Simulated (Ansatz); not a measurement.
A structure relaxed at PBE0-D4/def2-TZVP in Ansatz, charge 0, singlet:

| atom | x (Å) | y (Å) | z (Å) |
| --- | --- | --- | --- |
| Al1 | 0.9931 | -0.2454 | 1.0727 |
| H2 | 2.5108 | -0.6752 | 1.2540 |
| H3 | 0.0667 | 0.0470 | 2.3296 |
| C4 | 0.1776 | -0.0573 | -0.6753 |
| C5 | -1.1117 | 0.2835 | -0.7673 |
| H6 | 0.7108 | -0.2188 | -1.6122 |
| H7 | -1.7186 | 0.4676 | 0.1174 |
| H8 | -1.6287 | 0.3984 | -1.7188 |

Q: Give its formula, name or SMILES and point group.

A: AlH2(vinyl) (C₂H₅Al). Point group Cs (tolerance 0.1 Å).

Q: Summarise the bond lengths by kind (pairs closer than 1.2 times the sum of covalent radii, bridged metal pairs left out).

A: 1 × C–C 1.34 Å; 1 × Al–C 1.94 Å; 3 × C–H 1.09 Å; 2 × Al–H 1.59 Å.
